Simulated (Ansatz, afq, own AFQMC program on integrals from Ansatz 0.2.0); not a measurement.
AFQMC, coupled cluster and functionals along a coordinate of GeH$_{4}$ + Cl, doublet

```xyz
6

Ge   -1.0510    0.0000    0.0000
H    -1.5625    1.4466    0.0000
H    -1.5625   -0.7233    1.2528
H    -1.5625   -0.7233   -1.2528
H     0.4833    0.0000    0.0000
Cl    2.2730    0.0000    0.0000
```

A hydrogen atom is moved from one rigid fragment to the other; the Ge1–H5 distance tells how far. The two fragments are held close together, so this isn't a minimum-energy path and the start is a compressed complex. Energies in eV count from this geometry (1.534 Å) at the same level; the start stands on UHF, each point on the determinant named.

Basis cc-pVTZ. Noble-gas cores (and the filled d shells of Ga–Kr and In–Xe) are frozen. Ansatz 0.2.0 and our own AFQMC program on the same integrals; the CISD trial comes from CCSD amplitudes, and released means the phaseless constraint is let go. Error bars are statistical, one sigma. No spin–orbit coupling.

Cautions, each for one point or more: inner d shell frozen; no relativity below Rb; no spin-orbit coupling.

```
r(Ge1–H5) / Å  det.     T1  weight  ⟨S²⟩     PBE    CCSD  CCSD(T)
        1.660   UHF  0.015    0.85  0.78  -0.164  -0.087   -0.107
        1.723   UHF  0.015    0.85  0.78  -0.221  -0.125   -0.153
        1.786   UHF  0.014    0.85  0.78  -0.272  -0.179   -0.212
        1.848   UHF  0.013    0.85  0.78  -0.319  -0.248   -0.282
        1.974   UHF  0.011    0.85  0.76  -0.359  -0.384   -0.410
```

Question: Estimate the curve of phaseless AFQMC with a CISD trial, counted from the same start.

Answer: 
```
r(Ge1–H5) / Å  det.     T1  weight  ⟨S²⟩   ph-AFQMC/CISD  released AFQMC
        1.660   UHF  0.015    0.85  0.78  -0.130 ± 0.008  -0.119 ± 0.012
        1.723   UHF  0.015    0.85  0.78  -0.160 ± 0.008  -0.159 ± 0.012
        1.786   UHF  0.014    0.85  0.78  -0.212 ± 0.009  -0.208 ± 0.010
        1.848   UHF  0.013    0.85  0.78  -0.300 ± 0.009  -0.287 ± 0.011
        1.974   UHF  0.011    0.85  0.76  -0.419 ± 0.008  -0.402 ± 0.011
```

Weight is that of the determinant in the CISD state; at the start T1 is 0.016 and the weight 0.85, and ⟨S²⟩ is 0.77. Largest departures from phaseless AFQMC with a CISD trial: CCSD(T) 0.023 eV at 1.660 (on UHF), released AFQMC 0.017 eV at 1.974 (on UHF) (within the noise), PBE -0.061 eV at 1.786, CCSD 0.052 eV at 1.848 (on UHF). The walk's constraint bias lies outside its error bars, so these are departures and not errors. Functionals count only at points shown to share the start's state and spin.

A walk keeps the symmetry of its determinant, which the program's search chose and which needn't be the lowest solution, so a lower state of the same spin and another symmetry isn't excluded. Released energies are given only where the last usable release times agree within the noise; a slower fall can still hide under it.
